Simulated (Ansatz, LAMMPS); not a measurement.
**How well does each level of theory give the cohesive energy of zinc-blende CdSe?**

Reference value: 2.46 eV/atom (measured, temperature not stated, not corrected to a static lattice; as tabulated in Verma et al. (2010), arXiv:1001.1248).

**Question.** What do Stillinger–Weber CdTeZnSeHgS0.sw, LDA, PBE, r²SCAN, HSE06 give, and how far is each from the reference?

**Answer.** 
| level (code) | value (eV/atom) | cell (Å³/atom) | difference (eV/atom) |
|---|---|---|---|
| Stillinger–Weber CdTeZnSeHgS0.sw (LAMMPS) | 2.52 | 27.68 | +0.06 |
| LDA (Ansatz) | 3.07 | 27.10 | +0.61 |
| PBE (Ansatz) | 2.32 | 29.73 | -0.14 |
| r²SCAN (Ansatz) | 2.56 | 28.84 | +0.10 |
| HSE06 (Ansatz) | 2.39 | 28.99 | -0.07 |

Leaving aside Stillinger–Weber CdTeZnSeHgS0.sw, which can be fitted to such values or carry a doubt: The reference's temperature isn't stated, so close values are not ranked against it. Off by more than 0.25 eV/atom (a bound picked here): LDA (+0.61 eV/atom).

The reference has no zero-point or thermal correction, while the calculations are for a static lattice, so the differences are not the levels' errors alone.  Stillinger–Weber CdTeZnSeHgS0.sw: the potential file covers more elements than this solid holds. Each level is taken at its own relaxed cell. Cutoffs and k meshes differ between the levels. Ansatz's density-functional and Hartree–Fock values are scalar-relativistic unless marked +SOC, with PAW data made under PBE.

Empirical potentials (Stillinger–Weber CdTeZnSeHgS0.sw) are fitted to chosen data, which need not cover the solid at hand: agreement can be built in, and what lay outside the fit can be far off.

Differences are worked out from the printed values.

Ansatz is an electronic-structure program.
